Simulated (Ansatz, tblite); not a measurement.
Ladder of methods for the lattice constant a of zinc-blende GaP

Reference value: 5.439 Å (measured, static lattice: zero-point anharmonic expansion removed; as tabulated in Mejia-Rodriguez and Trickey (2018), arXiv:1807.09216).

Q: Put these levels in order of the lattice constant a that they give for zinc-blende GaP, smallest first: GFN2-xTB (tblite), LDA (Ansatz, a program for electronic structure), r²SCAN (Ansatz).

A: LDA (5.391 Å), r²SCAN (5.451 Å), GFN2-xTB (5.687 Å)

Errors against the reference: GFN2-xTB +4.56 %, LDA -0.88 %, r²SCAN +0.22 %.

GFN2-xTB: the method was fitted mainly to molecules. GFN2-xTB: the run uses a supercell at the zone centre in place of a k mesh. Cutoffs differ between the levels. Ansatz's density-functional and Hartree–Fock values are scalar-relativistic unless marked +SOC, with PAW data made under PBE.

Differences are worked out from the printed values.
